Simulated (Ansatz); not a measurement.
Born–Oppenheimer molecular dynamics of BH$_{8}$NSi (11 atoms, charge 0, multiplicity 1). It starts at the highest image of a converged band. Of that band: Neighbouring images differ by up to 1.8 eV, so the band resolves the path poorly. A vibrational analysis at the climbing image gives one clearly imaginary mode, 1440i cm⁻¹: a first-order saddle point.

Method: RKS PBE0-D4/6-31G* in Ansatz.

- ensemble: NVE (velocity Verlet)
- time step: 0.5 fs
- steps asked: 200
- starting velocities drawn for: 100 K
- seed: 10592

First frame:

```xyz
11
Properties=species:S:1:pos:R:3
B -0.270 0.232 0.577
N 0.306 -0.299 1.936
H -0.332 -0.754 2.571
H 1.230 -0.706 1.929
H 0.466 0.101 -0.366
H -1.448 0.042 0.422
Si -0.335 2.449 0.587
H -0.903 2.546 -0.785
H -1.270 3.133 1.532
H 0.957 3.201 0.614
H 0.139 1.028 1.630
```

**Question.** How far do the bonds stretch over the last three quarters of this one trajectory? (Pairs bonded in most of those frames.)

**Answer.** 
```
   bond  mean (Å)  spread (Å)  shortest  longest
  B1–N2     1.394       0.012      1.37     1.42
  B1–H5     1.200       0.003      1.19     1.21
  B1–H6     1.202       0.010      1.19     1.22
  N2–H3     1.011       0.010      0.99     1.03
  N2–H4     1.011       0.007      1.00     1.02
 Si7–H8     1.489       0.019      1.46     1.52
 Si7–H9     1.495       0.037      1.44     1.55
Si7–H10     1.494       0.020      1.46     1.53
Si7–H11     1.496       0.061      1.39     1.59
```

Mean temperature of the second half: 1528 K. The conserved energy stayed within 0.099 meV per atom of its start (net change 0.056 meV per atom), so the integration is sound. The kinetic energy rose, since the run started high on the potential surface and went downhill. It ends in pieces (BH4N + H4Si), so much of that is their flight and rotation, not heat. A run of 0.1 ps of so small a system gives no equilibrium averages. The orbitals stay closed-shell, which can raise the energy where a bond breaks towards radicals; this wasn't checked here.

Run time: 6.8 min on 1 thread of Arm Neoverse V2 (shared host), peak memory 0.12 GiB.
